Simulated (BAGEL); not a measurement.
**SiNH5 (SMILES [SiH3]N), step by step**

Wanted: the energy (HF/6-31G*), then a single-point energy (NEVPT2(2,2)/6-31G*), then a single-point energy (CASPT2(2,2)/6-31G*) of SiNH5. 

Program for the calculation: BAGEL 1.2.2.

1 further run of the same task is left out (set aside as unsound or not needed).

**1. The molecule**

SiNH5 has 7 atoms, charge 0, and is taken as a singlet. As SMILES, `[SiH3]N`. The Si1–H5 distance was set to 3.436 Å, away from the relaxed value. At this shape a bond of the SMILES string is far longer than usual.

Bond lengths: Si1–N2 1.720 Å, Si1–H3 1.486 Å, Si1–H4 1.486 Å, N2–H6 1.007 Å, N2–H7 1.007 Å. Angles: Si1–N2–H6 119.6°, Si1–N2–H7 119.6°, N2–Si1–H3 107.9°, N2–Si1–H4 107.9°, H6–N2–H7 110.7°, H3–Si1–H4 110.5°.

**2. The energy at HF/6-31G(d) (density fitting with svp-jkfit, spherical functions) (run 1)**

Contents of job.json:

```json
{ "bagel": [

{
  "title": "molecule",
  "basis": "6-31gs.json",
  "df_basis": "svp-jkfit",
  "angstrom": true,
  "geometry": [
    { "atom": "Si", "xyz": [   -0.471613,   -1.196745,    1.295730 ] },
    { "atom": "N", "xyz": [    0.553157,   -0.555375,    2.519360 ] },
    { "atom": "H", "xyz": [   -0.076923,   -2.610375,    1.064750 ] },
    { "atom": "H", "xyz": [   -1.871773,   -1.121135,    1.787020 ] },
    { "atom": "H", "xyz": [   -0.367930,    0.402730,   -1.743970 ] },
    { "atom": "H", "xyz": [    0.332977,    0.334185,    2.937560 ] },
    { "atom": "H", "xyz": [    1.550497,   -0.677535,    2.448010 ] }
  ]
},
{
  "title": "hf"
},
{
  "title": "print",
  "file": "orbitals.molden",
  "orbitals": true
}

]}
```

The basis set 6-31G* is read from a file made from the Basis Set Exchange's data (not shown).

Run with:

```sh
$ BAGEL_NUM_THREADS=1 BAGEL job.json > job.out
```

The log of the run:

```text
* using 1 threads per process

  ===============================================================
  ===============================================================

  *** Geometry ***

  { "atom" : "Si", "xyz" : [     -0.891219,     -2.261520,      2.448575 ] },
  { "atom" : "N", "xyz" : [      1.045315,     -1.049507,      4.760900 ] },
  { "atom" : "H", "xyz" : [     -0.145363,     -4.932894,      2.012086 ] },
  { "atom" : "H", "xyz" : [     -3.537138,     -2.118638,      3.376978 ] },
  { "atom" : "H", "xyz" : [     -0.695287,      0.761049,     -3.295626 ] },
  { "atom" : "H", "xyz" : [      0.629235,      0.631518,      5.551184 ] },
  { "atom" : "H", "xyz" : [      2.930015,     -1.280356,      4.626068 ] },

  Number of auxiliary basis functions:      295

  Since a DF basis is specified, we compute 2- and 3-index integrals:
    o Being stored without compression. Storage requirement is 0.004 GB

  Number of basis functions:       42
  Number of electrons      :       26

    * METHOD: MOLECULE                             0.07

  *** RHF ***

  === Nuclear Repulsion ===
    61.2139128201

      * DIIS with orbital gradients will be used.

  === RHF iteration (6-31gs.json) ===
      0       -345.90532142          0.03085488           0.01
      1       -346.03091516          0.01767310           0.01
      2       -346.07725144          0.00208299           0.01
[... 9 lines of this table left out ...]
     12       -346.07817618          0.00000001           0.01
    * SCF iteration converged.

    * Permanent dipole moment:
           (   -0.400675,     0.404371,    -1.827963) a.u.

    * METHOD: HF                                   0.16

    * METHOD: PRINT                                0.01

  ===============================================================
```

It took 0.36 s on 1 thread of Arm Neoverse V1, shared host; peak memory 0.14 GiB.

**3. A single-point energy at NEVPT2(2,2)/6-31G(d) (density fitting with svp-jkfit, spherical functions) (run 2)**

Contents of calc.json:

```json
{ "bagel": [

{
  "title": "molecule",
  "basis": "6-31gs.json",
  "df_basis": "svp-jkfit",
  "angstrom": true,
  "geometry": [
    { "atom": "Si", "xyz": [   -0.471613,   -1.196745,    1.295730 ] },
    { "atom": "N", "xyz": [    0.553157,   -0.555375,    2.519360 ] },
    { "atom": "H", "xyz": [   -0.076923,   -2.610375,    1.064750 ] },
    { "atom": "H", "xyz": [   -1.871773,   -1.121135,    1.787020 ] },
    { "atom": "H", "xyz": [   -0.367930,    0.402730,   -1.743970 ] },
    { "atom": "H", "xyz": [    0.332977,    0.334185,    2.937560 ] },
    { "atom": "H", "xyz": [    1.550497,   -0.677535,    2.448010 ] }
  ]
},
{
  "title": "hf"
},
{
  "title": "nevpt2",
  "nstate": 1,
  "nact": 2,
  "nclosed": 12,
  "active": [13, 14],
  "maxiter": 200,
  "natocc": true,
  "ncore": 6
},
{
  "title": "print",
  "file": "orbitals.molden",
  "orbitals": true
}

]}
```

The basis set 6-31G* is read from a file made from the Basis Set Exchange's data (not shown).

Run with:

```sh
$ BAGEL_NUM_THREADS=1 BAGEL calc.json > calc.out
```

The log of the run:

```text
* using 1 threads per process

  ===============================================================
  ===============================================================

  *** Geometry ***

[... 31 lines left out ...]
    * SCF iteration converged.
[... 1 line left out ...]
    * Permanent dipole moment:
[... 28 lines left out ...]
    * Second-order optimization converged. *
[... 9 lines left out ...]
     * ci vector, state   0, <S^2> = 0.0000
       2.     0.8410411555
       .2    -0.5409711404

  === DF-NEVPT2 calculation ===

    * 3-index integral transformation done
    * assembly done

      NEVPT2 correlation energy:   -0.2322812598      0.02

          (+0)     -0.2031606271
          (+0)'    -0.0031958502
          (+1)     -0.0104676935
          (+1)'    -0.0000000000
          (+2)     -0.0001393446
          (-1)     -0.0152185687
          (-1)'     0.0000000000
          (-2)     -0.0000991756

      NEVPT2 total energy:       -346.3976441490

    * METHOD: NEVPT2                               0.49

    * METHOD: PRINT                                0.01

  ===============================================================
```

Wall time 0.84 s (1 thread of Arm Neoverse V1, shared host); peak memory 0.14 GiB.

**4. A single-point energy at CASPT2(2,2)/6-31G(d) (density fitting with svp-jkfit, spherical functions) (run 3)**

Contents of input.json:

```json
{ "bagel": [

{
  "title": "molecule",
  "basis": "6-31gs.json",
  "df_basis": "svp-jkfit",
  "angstrom": "true",
  "geometry": [
    { "atom": "Si", "xyz": [   -0.471613,   -1.196745,    1.295730 ] },
    { "atom": "N", "xyz": [    0.553157,   -0.555375,    2.519360 ] },
    { "atom": "H", "xyz": [   -0.076923,   -2.610375,    1.064750 ] },
    { "atom": "H", "xyz": [   -1.871773,   -1.121135,    1.787020 ] },
    { "atom": "H", "xyz": [   -0.367930,    0.402730,   -1.743970 ] },
    { "atom": "H", "xyz": [    0.332977,    0.334185,    2.937560 ] },
    { "atom": "H", "xyz": [    1.550497,   -0.677535,    2.448010 ] }
  ]
},
{ "title": "hf" },
{ "title": "casscf", "nstate": 1, "nact": 2, "nclosed": 12, "active": [13, 14], "maxiter": 200, "natocc": "true" },
{ "title": "print", "file": "orbitals.molden", "orbitals": "true" },
{ "title": "smith", "method": "caspt2", "ms": "true", "xms": "true", "sssr": "true", "shift": 0.2, "shift_imag": "true", "ncore": 6 }

]}
```

The basis set 6-31G* is read from a file made from the Basis Set Exchange's data (not shown).

Run with:

```sh
$ BAGEL_NUM_THREADS=1 BAGEL input.json > input.out
```

The log of the run:

```text
* using 1 threads per process

  ===============================================================
  ===============================================================

  *** Geometry ***

[... 33 lines left out ...]
    * Permanent dipole moment:
[... 37 lines left out ...]
     * ci vector, state   0, <S^2> = 0.0000
[... 21 lines left out ...]
       #      aibj      arbs      arbi      airj      risj      airs      arst      rist         Etot      error   time
[... 8 lines left out ...]
      ------------------------------------------------------------------------------------------------------------------

    * CASPT2 energy : state  0     -346.4007787319
        w/o shift correction       -346.3993185923
        reference weight              0.9224083488

    * METHOD: SMITH                                0.08

  ===============================================================
```

It took 0.88 s on 1 thread of Arm Neoverse V1, shared host; peak memory 0.14 GiB.

**5. What came out**

| quantity | value |
| --- | --- |
| run 1, HF/6-31G*: total energy | -346.07818 Eh |
| run 1, HF/6-31G*: dipole moment | 4.87 D |
| run 1, HF/6-31G*: HOMO energy | -6.94 eV |
| run 1, HF/6-31G*: LUMO energy | -0.24 eV |
| run 1, HF/6-31G*: HOMO–LUMO gap | 6.71 eV |
| run 2, NEVPT2(2,2)/6-31G*: total energy | -346.39764 Eh |
| run 3, CASPT2(2,2)/6-31G*: total energy | -346.40078 Eh |

What this shows: One bond (run 1, HF/6-31G*) is far stretched, which a spin-restricted single reference describes badly; a broken-symmetry solution may lie lower.
